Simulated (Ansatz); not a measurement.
Structure relaxation of BiPd2

Theory: Ansatz 0.2.0, DFT PBE, scalar-relativistic, plane waves, PAW.

BiPd2 was placed on the MoSi2 (C11b) structure type (I4/mmm, No. 139), with Bi in place of Mo, Pd in place of Si, at a guessed volume.

Input of the last, converged step (default PAW datasets):

```yaml
crystal:
  lattice:
    - [-1.7992659092, 1.7992659092, 4.4138241835]
    - [1.7992659092, -1.7992659092, 4.4138241835]
    - [1.7992659092, 1.7992659092, -4.4138241835]
  atoms:
    - { symbol: Bi, position: [0.0, 0.0, 0.0] }
    - { symbol: Pd, position: [0.665, 0.665, 0.0] }
    - { symbol: Pd, position: [0.335, 0.335, 0.0] }
basis:
  ecutwfc: 420
kpoints:
  mp_grid: { grid: [18, 18, 18] }
hamiltonian:
  xc: pbe
scf:
  occupations: { method: gaussian, width: 0.1 }
output:
  forces: true
  stress: true
  eigenvalues: true
relax:
  adjacent_minimum: "off"
  f_tol: 0.01
  max_steps: 80
  cell: { stress_tol: 0.05 }
```

Launched as:

```bash
ansatz run input.yaml --threads 1 --pin off --max-ram 2560MiB --backend cpu --events-out ev --progress --plain --runs-dir out
```

It took 5.5 min on 1 thread of Arm Neoverse V1 (shared host), peak memory 0.83 GiB.

End of the output:

```
SCF converged after 8 iterations
Free energy (F): -26343.006696 eV
Harris-Foulkes:  -26343.006696 eV  (|F-HF|=1.46e-11)
Internal energy: -26343.000182 eV  (E = F + TS)
E sigma→0 (E₀):  -26343.003439 eV
Entropy (-TS):   -0.006515 eV (-2.172 meV/atom)
Fermi energy:    16.736829 eV
--- Per-component energies (eV) ---
  E_band       = -386.890696
  E_kinetic    = 1333.763220
  E_local      = -5328.962957  (includes V_loc(G=0)·N_el)
  E_nonlocal   = 998.236529
  E_hartree    = 2064.063212
  E_xc         = -488.419549
  E_vxc        = -567.333779  (∫ρ·V_xc dr)
  E_paw        = -18167.583826  (= ΣΔE_a)
  E_vpaw       = -950.720114  (= ΣTr[D̂ρ^β])
  E_aug_tail   = -0.000021  (compensation charges beyond the density's cutoff)
  E_ewald      = -6754.096790
  E_smearing   = -0.006515  (= −TS)
  E_closure    = 0.000000  (closes the sum)
  Σ components = -26343.006696   (vs F -26343.006696, Δ=0.00e0)
--- Forces (eV/Å), atoms counted from 1 ---
  atom   1  Bi     0.00000000     0.00000000     0.00000000
  atom   2  Pd     0.00000000     0.00000000     0.00006297
  atom   3  Pd     0.00000000     0.00000000    -0.00006297
  max |Σ_I F_I| component: 1.73e-17 eV/Å
--- Stress (GPa, compression-positive) ---
       -0.001571       0.000000       0.000000
        0.000000      -0.001571       0.000000
        0.000000       0.000000       0.005569
  P = ⅓ Tr σ = 0.0008 GPa (0.008 kbar)
--- Relaxed structure (6 steps of the walk, 6 accepted, 1 SCFs on fresh bases) ---
  F+E_penalty+E_count = -26343.00669633 eV   max|allowed force component| = 6.297e-5 eV/Å   (the final SCF, on the basis selected at the relaxed cell)
  cell:  # Å, volume = 57.2497 Å³
    - [-1.810981, 1.810981, 4.364009]
    - [1.810981, -1.810981, 4.364009]
    - [1.810981, 1.810981, -4.364009]
  atoms:
    - { symbol: Bi, position: [0.000000, 0.000000, 0.000000] }
    - { symbol: Pd, position: [0.669587, 0.669587, 0.000000] }
    - { symbol: Pd, position: [0.330413, 0.330413, 0.000000] }
```

Total energies depend on the potentials used, so only differences within one code and one set of settings carry meaning.

The result has space group I4/mmm (No. 139). Around Bi lie 10 Pd at 2.88–2.96 Å and 4 Bi at 3.62 Å; Pd has 5 Bi at 2.88–2.96 Å, 5 Pd at 2.92–2.96 Å and 4 Pd at 3.62 Å.

Against the elements it lies at -0.25 eV/atom. Energies over the elements count from the elements' standard structures at the same level, with no empirical corrections.

For metals, differences of a few meV/atom aren't resolved. Spin–orbit coupling is left out.

A structure relaxed within its symmetry needn't be a true minimum.